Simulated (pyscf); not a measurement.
Thermochemistry of product channels of acetylene (HC≡CH) + F atom (F•) on the doublet surface, in kcal/mol, from ωB97M-D3(BJ)/def2-TZVP energies (ideal gas, 1 atm, RRHO with modes under 100 cm⁻¹ raised to 100, one conformer, R ln 2 for rigid chiral ones). Single points on ωB97X-D3(BJ)/def2-SVP structures (PySCF, gas phase).

| products | ΔE | ΔH(298 K) | ΔG(298 K) | ΔG(900 K) |
|---|---|---|---|---|
| HC≡C–F + H atom (H•) | +6.1 | +2.3 | +2.9 | +3.3 |
| H₂C=C•–F | -49.9 | -48.8 | -42.0 | -27.5 |
| •C≡C–F + hydrogen (H₂) | ___ | +31.5 | +29.9 | +26.4 |
| •HC=CH–F | -46.7 | -45.8 | -39.2 | -25.0 |
| •C≡CH + hydrogen fluoride (HF) | ___ | +3.5 | +1.3 | -3.3 |

Question: Fill in the missing entries.

Answer: 
- •C≡C–F + hydrogen (H₂), ΔE: +36.8
- •C≡CH + hydrogen fluoride (HF), ΔE: +4.7

These are energies of the channels, which say nothing of barriers. Left out: orbital degeneracy and the spin-orbit lowering of F. C₂H has a Π state close over its Σ ground state, and the state reached was not checked.
